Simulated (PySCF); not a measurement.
# C2H3NNa+, an ion with solvent molecules: interaction energy

The task here is to estimate one member of a computed series from the others.

Programs: PySCF 2.14.0. All values are calculated, for the isolated system unless a continuum is named. Atoms count from 0, parts from 1.

## The system as given

7 atoms, charge 1, multiplicity 1; geometry: GFN2-xTB. Parts: 1 = atom 0, `[Na+]`, charge 1; 2 = atoms 1–6, `CC#N`, charge 0.

The first run:

Job settings and geometry (Å):

```
{"job": {"xc": "PBE0", "basis": "def2-SVPD", "d3": "d3bj", "grid": 2, "kind": "geom", "shake": 0.01}, "charge": 1, "multiplicity": 1, "parts": [{"atoms": "0-0", "charge": 1, "multiplicity": 1}, {"atoms": "1-6", "charge": 0, "multiplicity": 1}]}
Na     0.591970    -0.135776     0.709295
C     -1.033328     4.306991     0.290244
C     -0.568688     2.983411     0.407562
N     -0.126926     1.912977     0.512953
H     -1.780038     4.353468    -0.508671
H     -1.482083     4.635870     1.230224
H     -0.193400     4.978822     0.045634
```

The run is started by

```bash
$ OMP_NUM_THREADS=1 python cluster_run.py task.json out
```

This one command runs all jobs of the session in turn.

Steps of the session up to this table: Geometry optimisation at PBE0-D3(BJ)/def2-SVPD; Coupled-cluster interaction energy: CCSD(T) and MP2.

One of the session's tables, all rows but one given; the rest of the session is left out.

It belongs to the step «Coupled-cluster interaction energy: CCSD(T) and MP2». 

```
                 method  interaction energy (kcal/mol)
         HF/aug-cc-pVDZ                         -32.40
        MP2/aug-cc-pVDZ                         -30.33
       CCSD/aug-cc-pVDZ                         -30.41
    CCSD(T)/aug-cc-pVDZ                         -30.22
         HF/aug-cc-pVTZ                         -32.53
        MP2/aug-cc-pVTZ                         -30.73
    SCS-MP2/aug-cc-pVTZ                         -30.61
      MP2, extrapolated                              ?
CCSD(T), limit estimate                         -30.73
```

Estimate the missing values for MP2, extrapolated.

As computed: interaction energy (kcal/mol): -30.84. In the column «interaction energy (kcal/mol)» it lies between HF/aug-cc-pVDZ (-32.40) and MP2/aug-cc-pVTZ (-30.73).

In this run the core of Na (2s2p) is correlated, in a basis without core functions; only the other cores are frozen.
